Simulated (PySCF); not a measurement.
## Other spins and charges of SiH4⁺, doublet at one geometry

All five atoms lie in one plane.

Geometry (PBE0/def2-TZVP stationary point for this spin, not checked as a minimum):

```xyz
5

Si    0.0000    0.0000    0.0000
H    -0.0112    1.0909    1.0838
H    -0.0168   -1.0838    1.0907
H     0.0168    1.0838   -1.0907
H     0.0112   -1.0909   -1.0838
```

Basis cc-pVDZ; PySCF 2.14.0. Only valence electrons are correlated (noble-gas cores frozen). Prefix R: restricted or restricted open-shell reference; prefix U: unrestricted.

Gaps are energies of the second state less the first, at fixed atoms, for a selection of the levels run; mean-field and cluster levels share one orbital occupation for each state, and full CI takes the lowest of the symmetries tried.

Quartet less doublet: 4.452 eV at RCCSDT.

```tsv
level	gap (eV)	error (meV)
RHF	3.675	-777
UHF	3.945	-507
RMP2	4.354	-98
UMP2	4.331	-121
RCCSD	4.452	0
UCCSD	4.456	4
RCCSD(T)	4.454	2
UCCSD(T)	4.452	0
UCCSDT	4.451	-1
PBE	4.364	-88
r2SCAN	4.298	-154
PBE0	4.385	-67
B3LYP	4.616	164
wB97M-V	4.758	306
B2PLYP	4.559	107
```

In so small a basis the reference is far from its limit while semilocal and hybrid functionals are nearer theirs (RPA and double hybrids share part of the reference's basis error), so the functionals' errors here hold much of the reference's basis and frozen-core error, which can add to them or hide them.

Full CI isn't at hand for all of this; RCCSDT serves as the reference. It lacks quadruple excitations. The frozen core follows each run's orbitals, which can shift R against U totals by a few meV.
